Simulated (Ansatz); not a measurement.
## [SiH3]+ (SMILES [SiH3+]): where methods fail along a bond

[SiH3]+ has 4 atoms, charge +1, and is taken as a singlet. SMILES: `[SiH3+]`. The shape is that of a PBE0-D4/def2-TZVP optimisation.

```xyz
4

Si    0.0000    0.0000    0.0000
H     0.6869    0.6754    1.1130
H    -0.1184   -1.4672   -0.0099
H    -0.5685    0.7917   -1.1031
```

The Si1–H3 distance is scanned; the parts on either side stay rigid. Basis 6-31G(d), 5 core orbitals frozen in the correlated methods; program Ansatz 0.2.0. FCI is exact within this basis and core. Energies in eV from each method's value at 1.472 Å; methods without a U are spin-restricted. The shape above is that at 1.472 Å.

| distance (Å) | SVWN5 | BHLYP | r2SCAN0 | wB97M-V | CCSD | FCI |
| --- | --- | --- | --- | --- | --- | --- |
| 1.472 | 0.00 | 0.00 | 0.00 | 0.00 | 0.00 | 0.00 |
| 1.840 | 0.69 | 0.93 | 0.89 | 0.88 | 0.81 | 0.79 |
| 2.208 | 1.88 | 2.34 | 2.25 | 2.22 | 2.01 | 1.96 |
| 2.944 | 3.68 | 4.50 | 4.32 | 4.33 | 3.49 | 3.34 |
| 3.680 | 4.57 | 5.68 | 5.41 | 5.56 | 3.93 | 3.70 |

Departure from the FCI curve at its largest: SVWN5 +0.88 eV at 3.68 Å; BHLYP +1.99 eV at 3.68 Å; r2SCAN0 +1.71 eV at 3.68 Å; wB97M-V +1.87 eV at 3.68 Å; CCSD +0.24 eV at 3.68 Å. Restricted functionals keep the electrons paired too, and rise too high.
